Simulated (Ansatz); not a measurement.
# Bulk modulus of some bcc solids

Method: r²SCAN (Ansatz, a program for electronic structure, plane waves, PAW). References are measured values corrected to a static lattice.

Values in GPa.

| solid | reference | r²SCAN | error (%) |
|---|---|---|---|
| bcc Nb | 173 | 173 | 0.0 |
| bcc Na | 7.9 | 7.66 | -3.0 |
| bcc K | 3.75 | 3.44 | -8.3 |
| bcc Mo | 265 (265–278) | 271 | +2.3 |
| bcc W | 312 (300–328) | 320 | +2.6 |
| bcc Ta | 198 | 201 | +1.5 |
| bcc Fe | 174 | 170 | -2.3 |
| bcc Ba | 9.34 (9.34–10.6) | 8.39 | -10.2 |
| bcc V | 161 | 194 | +20 |
| bcc Li | 13.8 (13.1–13.9) | 13.1 | -5.1 |
| bcc Cs | 2.11 (2.11–2.35) | 1.85 | -12.3 |

Over these 11 solids the mean error is -1.3 %, the mean absolute error 6.2 % (median 3.0 %), and the worst case bcc V at +20 %; the value is too low in 6 of 11 cases.

All these references are brought to a static lattice.

Spin–orbit coupling is left out, also for the solids with elements from indium on (bcc W, bcc Ta, bcc Ba, bcc Cs); its size isn't shown.

Brackets give the range of the sources taken for a reference, where it is wide; it can hold other temperatures.

Differences are worked out from the printed values.

Each level is taken at its own relaxed cell. Ansatz's density-functional and Hartree–Fock values are scalar-relativistic unless marked +SOC, with PAW data made under PBE.

Ansatz's runs of these crystals have no spin polarisation, but for bcc Fe. Meta-GGAs and exact exchange favour moments, which can bear on bcc Fe, bcc V.

Density-functional runs with spin start from parallel moments for bcc Fe.

Not in this set, of the bcc solids with a reference value in our tables and a result at some level: 2 for sources at odds. These can be a level's best or worst cases. Solids without a released value at any level aren't counted. Layered and molecular crystals are counted apart. The metals Ce to Yb are counted apart.

References as tabulated in Levämäki et al. (2014), arXiv:1402.3671; Mejia-Rodriguez and Trickey (2018), arXiv:1807.09216; doi:10.1021/acs.jctc.3c00612.
